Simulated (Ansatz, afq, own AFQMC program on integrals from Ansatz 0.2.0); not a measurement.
**SiH$_{2}$O, singlet: AFQMC among the cluster methods**

```yaml
atoms:
  - { symbol: Si, position_ang: [0.0000, -0.2465, 0.5814] }
  - { symbol: O, position_ang: [0.0000, 0.3704, -0.9569] }
  - { symbol: H, position_ang: [0.0000, 1.2842, 0.6363] }
  - { symbol: H, position_ang: [0.0000, -0.2970, -1.6481] }
```

Connectivity, by distances: SiH–OH.

Basis cc-pVDZ. Noble-gas cores (and the filled d shells of Ga–Kr and In–Xe) are frozen. Integrals, coupled cluster, full CI and functionals: Ansatz 0.2.0; the random walks run on the same integrals in our own AFQMC program. The CISD trial takes its coefficients from CCSD amplitudes. Released means that phaseless walkers are propagated on without the constraint, phases kept. Uncertainties: one standard error, sampling alone.

Determinant: RHF, the one that the program's search chose, which needn't be the lowest solution. The geometry is a point of a scan.

No full CI on the walks' own integrals is used here; CCSDT(Q) serves as the reference and is uncertain by about the last step of the cluster series.

- T1 diagnostic: 0.0193
- weight of the determinant in the CISD state: 0.875
- size of the correlated space: 12 electrons in 36 orbitals

| level | correlation energy (eV) |
| --- | --- |
| MP2 | -7.5993 |
| CCSD | -8.2413 |
| CCSD(T) | -8.4520 |

Estimate where phaseless AFQMC with a CISD trial lies against CCSD(T) on the same integrals.

0.83 ± 0.38 kcal/mol below CCSD(T).

Reference: CCSDT(Q), correlation energy -8.495 eV. The released energy is read at 2.40 1/Eh (meV from the phaseless value at times in 1/Eh: 16 ± 17 at 0.24, 6 ± 16 at 0.51, 6 ± 16 at 0.99, -6 ± 22 at 1.62, -7 ± 28 at 2.40).

```tsv
level	E − E(reference) (kcal/mol)	share of correlation (%)
CCSD(T)	0.99	99.50
CCSDT	0.56	99.71
ph-AFQMC/HF	-2.39 ± 1.71	101.22
ph-AFQMC/CISD	0.16 ± 0.38	99.92
released AFQMC	-0.01 ± 0.64	100.00
```

A walk keeps the symmetry of its determinant, which the program's search chose and which needn't be the lowest solution, so a lower state of the same spin and another symmetry isn't excluded. Released energies are given only where the last usable release times agree within the noise; a slower fall can still hide under it.
